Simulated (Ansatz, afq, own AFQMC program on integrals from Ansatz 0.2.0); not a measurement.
## Where AFQMC and coupled cluster stand for GeNH⁺, doublet

```xyz
3

Ge    0.0000    0.0000    1.4305
N     0.0000    0.0000   -0.2139
H     0.0000    0.0000   -1.2166
```

Connectivity, by distances: Ge–NH.

Basis cc-pVDZ. Only valence electrons are correlated. Ansatz 0.2.0 and our own AFQMC program on the same integrals; the CISD trial comes from CCSD amplitudes, and released means the phaseless constraint is let go. ± is one standard error of the sampling. No spin–orbit coupling.

Determinant: UHF, the one that the program's search chose, which needn't be the lowest solution. The geometry is a PBE0/def2-TZVP stationary point of this or a neighbouring charge and spin state.

No full CI on the walks' own integrals is used here. The released AFQMC energy serves as the reference, which it does only where one determinant dominates, the energy is flat over the last release times and near the phaseless one (40 meV or 2 meV an electron, half that with transition metals). On small molecules, where full CI could be run and the noise was under 10 meV, such values lay within 10 meV of it in 19 cases of 20, a flattering rate, since the rule was set on those same cases; what remains of the bias isn't in the error bar.

Cautions: no relativity below Rb; no spin-orbit coupling; inner d shell frozen; the released value is read at 2.40 1/Eh with a noise of 16 meV, more than in the cases checked (meV from the phaseless value at times in 1/Eh: -20 ± 14 at 0.24, -15 ± 10 at 0.51, -26 ± 12 at 0.99, -24 ± 13 at 1.62, -34 ± 16 at 2.40).

The T1 diagnostic is 0.0210 and the weight of the determinant in the CISD state is 0.893. The ⟨S²⟩ of the determinant is 0.768 and the size of the correlated space is 9 electrons in 31 orbitals.

```
  level  correlation energy (eV)
    MP2                  -5.0316
   CCSD                  -5.7540
CCSD(T)                  -5.9193
```

(1) Estimate where phaseless AFQMC with the Hartree–Fock trial lies against CCSD(T) on the same integrals.

(1) 4.1 ± 5.1 kJ/mol below CCSD(T). The gap is under twice the noise, so this walk alone can't tell the two apart.

Reference: AFQMC with the constraint released, correlation energy -5.965 ± 0.016 eV.

| level | E − E(reference) (kJ/mol) | share of correlation (%) |
| --- | --- | --- |
| CCSD(T) | 4.4 ± 1.5 | 99.24 |
| ph-AFQMC/HF | 0.3 ± 5.3 | 99.95 |
| ph-AFQMC/CISD | 3.3 ± 1.8 | 99.43 |

A walk keeps the symmetry of its determinant, which the program's search chose and which needn't be the lowest solution, so a lower state of the same spin and another symmetry isn't excluded. Released energies are given only where the last usable release times agree within the noise; a slower fall can still hide under it.
